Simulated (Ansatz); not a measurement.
**BC (doublet): from Hartree-Fock to the top rungs at distance B1–C2 = 3.351 Å, cc-pVDZ**

How much of the correlation energy of BC (doublet) does each wave-function method recover here?

Program: Ansatz 0.2.0, Gaussian basis. Level of theory: cc-pVDZ, core rule «outside noble gas», up to 2 orbitals frozen. These are calculated values, not measurements.

Plan: UHF; CCSD(T) on ROHF; CCSD(T) on UHF; BCCD(T) on ROHF; CISD; CCSDT(Q) on ROHF; CCSDT(Q) on UHF; CASSCF and MRCISD+Q, 3 electrons in 3 orbitals; CASSCF and NEVPT2, 3 electrons in 3 orbitals; CASSCF and MRCISD+Q, 7 electrons in 8 orbitals; CASSCF and NEVPT2, 7 electrons in 8 orbitals; Full CI.

29 further runs of the same task are left out: 3 for a known fault of the program, 19 that didn't finish, 7 set aside as unsound or not needed.

### 1 What is computed

The geometry derives from a PBE0/def2-TZVP stationary point (not a proven minimum). One bond is set to the value named and the two fragments are kept rigid.

2 atoms, charge 0, spin multiplicity 2.

Atoms are counted from 1 here; the program's logs count them from 0.

No contacts short enough for the rule that draws bonds.

Coordinates:

```xyz
2
charge 0, multiplicity 2
B     0.00000    0.00000    0.00000
C     0.00000    0.00000    3.35100
```

### 2 UHF

File in.yaml:

```yaml
crystal:
  periodic: [false, false, false]
  atoms:
    - {symbol: B, position_ang: [0.000000, 0.000000, 0.000000]}
    - {symbol: C, position_ang: [0.000000, 0.000000, 3.351000]}
basis:
  gaussian: {orbitals: cc-pVDZ}
magnetization: {spin_polarized: true, initial_magnetization: 1}
hamiltonian: {xc: hf}
output: {orbitals: {seedname: orbitals}}
```

Run with:

```sh
> ansatz run in.yaml --threads 1 --pin off --events-out ev --progress --plain --max-ram 2393MiB
```

After this run come: CCSD(T) on ROHF; CCSD(T) on UHF; BCCD(T) on ROHF; CISD; CCSDT(Q) on ROHF; CCSDT(Q) on UHF; CASSCF and MRCISD+Q, 3 electrons in 3 orbitals; CASSCF and NEVPT2, 3 electrons in 3 orbitals; CASSCF and MRCISD+Q, 7 electrons in 8 orbitals; CASSCF and NEVPT2, 7 electrons in 8 orbitals; Full CI.

Before running them: what should the planned runs give, taken together? Wanted: FCI below the RHF energy; RMP2 from FCI; RCCSD from FCI; RCCSD(T) from FCI; RCCSDT(Q) from FCI; NEVPT2 pair from FCI; MRCISD+Q pair from FCI; NEVPT2 valence from FCI; T1 diagnostic.

As calculated:

| quantity | value |
| --- | --- |
| FCI below the RHF energy | -6.2223 eV |
| RMP2 from FCI | +2586.7 meV |
| RCCSD from FCI | +252.4 meV |
| RCCSD(T) from FCI | +32.7 meV |
| RCCSDT(Q) from FCI | -4.2 meV |
| NEVPT2 pair from FCI | +1230.2 meV |
| MRCISD+Q pair from FCI | -86.1 meV |
| NEVPT2 valence from FCI | +639.9 meV |
| levels within 1 kcal/mol (43 meV) | RCCSD(T), RCCSDT, RCCSDT(Q), MRCISD+Q valence |
| T1 diagnostic | 0.241 |
| effectively unpaired electrons | 2.80 |

In words: RCCSD(T) lands +32.7 meV from the yardstick (0.5 % of the correlation energy). RCCSDT(Q), MRCISD+Q pair, MRCISD+Q valence fall below full CI, which methods that aren't variational can do. With 2.8 effectively unpaired electrons against 1 the state is strongly multireference. Coupled cluster on one determinant still stays close here. Of the multireference levels listed MRCISD+Q valence comes nearest in total energy (-21.1 meV), which doesn't show that its space is the better one. Coupled cluster took another determinant than the lowest Hartree-Fock one. These misses are within one basis, not against nature.
